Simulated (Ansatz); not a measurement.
Elements on the sites of an ideal rock salt lattice, at a guessed lattice constant:

```
CELL_PARAMETERS angstrom
-4.18735 -4.18735 0.00000
0.00000 4.18735 4.18735
-4.18735 4.18735 -4.18735
ATOMIC_POSITIONS crystal
N 0.16667 0.33333 0.83333
N 0.66667 0.33333 0.83333
N 0.50000 0.50000 0.50000
N 0.00000 0.50000 0.50000
N 0.33333 0.66667 0.16667
N 0.83333 0.66667 0.16667
N 0.16667 0.83333 0.83333
N 0.66667 0.83333 0.83333
N 0.50000 0.00000 0.50000
N 0.00000 0.00000 0.50000
N 0.33333 0.16667 0.16667
N 0.83333 0.16667 0.16667
Al 0.66667 0.33333 0.33333
Al 0.16667 0.33333 0.33333
Al 0.33333 0.66667 0.66667
Sc 0.83333 0.16667 0.66667
Sc 0.83333 0.66667 0.66667
V 0.00000 0.00000 0.00000
V 0.33333 0.16667 0.66667
V 0.50000 0.50000 0.00000
V 0.00000 0.50000 0.00000
V 0.66667 0.83333 0.33333
V 0.16667 0.83333 0.33333
Nb 0.50000 0.00000 0.00000
```

Cell and atoms were relaxed without symmetry on coarser meshes and computed once more. Computed with Ansatz, DFT PBE, scalar-relativistic, plane waves, PAW.

Cutoff 420 eV; k points 7×7×5 on the computed 24-atom cell (Γ-centred); Gaussian smearing, width 0.10 eV; no spin polarisation.

The relaxation ran on 3×3×2 (shifted) and then 4×4×3 k points with a smearing of 0.1 eV, from sites shaken by 0.02 Å.

Question: What does the relaxation give?

Answer: A volume of 9.32 Å³/atom and no gap on the mesh. It lies 1.13 eV/atom below the elements' standard states (static lattices, no corrections for gases). The atoms leave their sites by 0.12 Å (root mean square) and 0.23 Å at most, and the cell stretches by up to 1.0 % at fixed volume.

```yaml
crystal:
  lattice:
    - [-4.17984, -4.18615, 0.00364]
    - [-0.04741, 4.22987, 4.22638]
    - [-4.20873, 4.21866, -4.16766]
  atoms:
    - { symbol: N, position: [0.17280, 0.34626, 0.83692] }
    - { symbol: N, position: [0.67113, 0.33819, 0.84045] }
    - { symbol: N, position: [0.48663, 0.48967, 0.49392] }
    - { symbol: N, position: [0.01074, 0.50514, 0.48558] }
    - { symbol: N, position: [0.33192, 0.65188, 0.17418] }
    - { symbol: N, position: [0.82206, 0.65273, 0.16625] }
    - { symbol: N, position: [0.17434, 0.82889, 0.82452] }
    - { symbol: N, position: [0.64624, 0.81273, 0.83647] }
    - { symbol: N, position: [0.49087, 0.99344, 0.49117] }
    - { symbol: N, position: [0.01319, 0.01097, 0.48620] }
    - { symbol: N, position: [0.33861, 0.18768, 0.18252] }
    - { symbol: N, position: [0.84772, 0.18411, 0.17708] }
    - { symbol: Al, position: [0.66665, 0.32998, 0.34467] }
    - { symbol: Al, position: [0.16915, 0.34129, 0.33705] }
    - { symbol: Al, position: [0.33641, 0.66836, 0.64737] }
    - { symbol: Sc, position: [0.83358, 0.16323, 0.67007] }
    - { symbol: Sc, position: [0.83292, 0.66910, 0.66101] }
    - { symbol: V, position: [0.01143, 0.99509, 0.00774] }
    - { symbol: V, position: [0.32880, 0.16137, 0.68361] }
    - { symbol: V, position: [0.47677, 0.45885, 0.98965] }
    - { symbol: V, position: [0.01830, 0.54059, 0.00822] }
    - { symbol: V, position: [0.68727, 0.83531, 0.31407] }
    - { symbol: V, position: [0.16513, 0.84971, 0.31035] }
    - { symbol: Nb, position: [0.49330, 0.99785, 0.00945] }
```

Cost: 2 runs of about 7.1 core-minutes in all (earlier runs that led there not counted), on Intel Xeon 6975P-C (Granite Rapids) (shared hosts).